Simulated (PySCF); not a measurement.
# CH6N+ (methanamine, conjugate acid): CAM-B3LYP/6-31G(d) (spherical functions)

Aim: the vertical singlet–triplet gap of CH6N+ (methanamine, conjugate acid) at CAM-B3LYP/6-31G* (spherical functions), from 2 runs. 

The calculation is run with PySCF 2.14.0.

### Step 1. Starting point

CH6N+: 8 atoms, total charge +1, spin state singlet. SMILES: `C[NH3+]`. The coordinates come from a PBE0-D4/def2-TZVP relaxation.

Bond lengths: C1–N2 1.497 Å, C1–H3 1.087 Å, C1–H4 1.088 Å, C1–H5 1.087 Å, N2–H6 1.023 Å, N2–H7 1.023 Å, N2–H8 1.023 Å. Some angles: C1–N2–H6 111.4°, C1–N2–H7 111.4°, C1–N2–H8 111.4°, N2–C1–H3 108.5°, N2–C1–H4 108.5°, N2–C1–H5 108.5°, H6–N2–H7 107.4°, H6–N2–H8 107.4°, H7–N2–H8 107.4°, H3–C1–H4 110.4°.

### Step 2. A single-point energy at CAM-B3LYP/6-31G(d) (spherical functions)

File run.py:

```python
from pyscf import gto, dft

mol = gto.M(
    atom='''
C   -0.225100   0.293000  -0.663400
N    0.218700  -0.284600   0.644500
H   -0.041000  -0.440800  -1.444600
H   -1.286800   0.519400  -0.597800
H    0.345600   1.199300  -0.851500
H    0.065500   0.371300   1.413900
H    1.214900  -0.515300   0.632300
H   -0.291800  -1.142300   0.866700
''',
    charge=1,
    max_memory=1860,
    verbose=3,
    spin=0,
    basis='6-31g*',
)

ks = dft.RKS(mol, xc='cam-b3lyp')
ks.conv_tol = 1e-10
ks.grids.level = 4
ks.kernel()
if not ks.converged:
    ks = ks.newton().run(ks.mo_coeff, ks.mo_occ)

etot = ks.e_tot
print('E(%s) = %.9f' % ('CAM-B3LYP', etot))
```

Launch:

```
$ OMP_NUM_THREADS=1 python run.py
```

What it wrote:

```text
converged SCF energy = -96.1542127534474
E(CAM-B3LYP) = -96.154212753
```

It took 3.9 s on 1 thread of Intel Xeon 6975P-C (Granite Rapids), shared host; peak memory 0.24 GiB.

### Step 3. The triplet, same level

File run.py:

```python
from pyscf import gto, dft

mol = gto.M(
    atom='''
C   -0.225100   0.293000  -0.663400
N    0.218700  -0.284600   0.644500
H   -0.041000  -0.440800  -1.444600
H   -1.286800   0.519400  -0.597800
H    0.345600   1.199300  -0.851500
H    0.065500   0.371300   1.413900
H    1.214900  -0.515300   0.632300
H   -0.291800  -1.142300   0.866700
''',
    max_memory=1860,
    charge=1,
    spin=2,
    verbose=3,
    basis='6-31g*',
)

myscf = dft.UKS(mol)
myscf.xc = 'cam-b3lyp'
myscf.conv_tol = 1e-10
myscf.grids.level = 4
myscf.kernel()
if not myscf.converged:
    myscf = myscf.newton().run(myscf.mo_coeff, myscf.mo_occ)

e_final = myscf.e_tot
print(f'total energy: {e_final:.8f} hartree')
```

Launch:

```
$ OMP_NUM_THREADS=1 python run.py
```

What it wrote:

```text
WARN: HOMO 0.0496943529959823 >= LUMO -0.425639644152071

WARN: HOMO -0.322862870873998 >= LUMO -0.630912744603326

WARN: HOMO -0.299981570532922 >= LUMO -0.571123276113112

WARN: HOMO -0.296957999108848 >= LUMO -0.564729058893154

WARN: HOMO -0.297432274080432 >= LUMO -0.56220276441312

WARN: HOMO -0.296863379218463 >= LUMO -0.559962210288578

WARN: HOMO -0.296366405730169 >= LUMO -0.557292658141876

WARN: HOMO -0.296027440174142 >= LUMO -0.556162972765097

WARN: HOMO -0.295965611405454 >= LUMO -0.55586500534112

WARN: HOMO -0.295963895608882 >= LUMO -0.555796223359641

WARN: HOMO -0.295966970379035 >= LUMO -0.555779091265091

WARN: HOMO -0.29596969385185 >= LUMO -0.555788326113114

WARN: HOMO -0.295959907269462 >= LUMO -0.555631037953239

WARN: HOMO -0.295969278271014 >= LUMO -0.555453242562241

WARN: HOMO -0.295983896965094 >= LUMO -0.555248969833051

WARN: HOMO -0.295982058140618 >= LUMO -0.554401037656707

WARN: HOMO -0.295972377621257 >= LUMO -0.554630284025743

WARN: HOMO -0.295961942816108 >= LUMO -0.555275671588392

WARN: HOMO -0.295951065747748 >= LUMO -0.556193639835276

WARN: HOMO -0.295971938849604 >= LUMO -0.555548870058462

WARN: HOMO -0.295972947404769 >= LUMO -0.555879117807033

WARN: HOMO -0.295970458670106 >= LUMO -0.556045232509839

WARN: HOMO -0.295971587416416 >= LUMO -0.555975115982836

WARN: HOMO -0.295971372251388 >= LUMO -0.55598116477141

WARN: HOMO -0.295971454393602 >= LUMO -0.555982878074081

WARN: HOMO -0.295971341398775 >= LUMO -0.555982643441477

converged SCF energy = -95.7358154507154  <S^2> = 2.0038797  2S+1 = 3.0025854
total energy: -95.73581545 hartree
```

Run time: 18 s. Hardware: 1 thread of Intel Xeon 6975P-C (Granite Rapids), shared host; peak memory 0.26 GiB.

### Step 4. Summary of results

Level: CAM-B3LYP/6-31G* (spherical functions).

| quantity | value |
| --- | --- |
| singlet: total energy | -96.15421 Eh |
| singlet: HOMO energy | -18.85 eV |
| singlet: LUMO energy | -3.68 eV |
| singlet: HOMO–LUMO gap | 15.17 eV |
| triplet: total energy | -95.73582 Eh |
| triplet: HOMO energy (highest over α and β) | -8.05 eV |
| triplet: ⟨S²⟩ | 2.004 |
| vertical energy of the triplet above the singlet | 11.385 eV |

**Reading.** At this shape the triplet lies 11.39 eV (263 kcal/mol) above the singlet.
